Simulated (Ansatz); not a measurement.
We consider B20 (FeSi-type) FeSi, described by rVV10 (PAW; Ansatz, an electronic-structure program).

Numerical settings: plane-wave cutoff 520 eV, 8×8×8 k mesh, Fermi–Dirac smearing 0.01 eV, no spin polarisation, scalar-relativistic PAW data made under PBE.

The cell is scaled about its equilibrium volume:

Shape and atoms are relaxed at each volume.

```json
[
 {"V (Å³/atom)": "10.647", "P (GPa)": "9.68", "direct gap at Γ (eV)": "0.764", "smallest gap on the k mesh (eV)": "0.171"},
 {"V (Å³/atom)": "10.869", "P (GPa)": "4.56", "direct gap at Γ (eV)": "0.739", "smallest gap on the k mesh (eV)": "0.172"},
 {"V (Å³/atom)": "11.090", "P (GPa)": "0.00", "direct gap at Γ (eV)": "0.715", "smallest gap on the k mesh (eV)": "0.174"},
 {"V (Å³/atom)": "11.312", "P (GPa)": "-4.04", "direct gap at Γ (eV)": "0.693", "smallest gap on the k mesh (eV)": "0.176"},
 {"V (Å³/atom)": "11.534", "P (GPa)": "-7.62", "direct gap at Γ (eV)": "0.671", "smallest gap on the k mesh (eV)": "0.176"}
]
```

The fundamental gap (0.17 eV at the equilibrium volume, with added k points) lies elsewhere than Γ–Γ.

Measured, for comparison: band gap 0.05 eV (temperature not stated, not corrected to a static lattice, indirect, transport; lower end of the printed range; as tabulated in Tomczak (2018), arXiv:1802.07220).

Note: the bulk modulus comes from volumes at which shape and atoms were relaxed.
